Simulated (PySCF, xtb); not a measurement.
water (H2O), SMILES O.

Coordinates come from a TPSSh-D3(BJ)/def2-TZVPD optimisation.

These are IEF-PCM-M06-2X/def2-TZVPD (PySCF 2.14.0) values and carry that method's errors.

The values are the electrostatic part of the solvation free energy, E(continuum) − E(gas) at the gas-phase geometry, in a cavity of scaled van der Waals radii (PySCF's table); cavitation and dispersion terms are not included. In vacuum the orbital gap is 11.31 eV. The dipole moment in vacuum is 1.90 D.

Computed values in water (ε = 78.36), 2-propanol (ε = 19.26), ethylethanoate (ε = 5.99):
| solvent | ε | ΔG(elec) (kcal/mol) | dipole (D) | gap (eV) |
|---|---|---|---|---|
| water | 78.36 | -6.2 | 2.30 | 11.71 |
| 2-propanol | 19.26 | -5.8 | 2.27 | 11.69 |
| ethylethanoate | 5.99 | -4.8 | 2.20 | 11.62 |

For comparison, GFN2-xTB/ALPB(water) (xtb, at the GFN2-xTB geometry, all terms of that model) gives -9.1 kcal/mol.
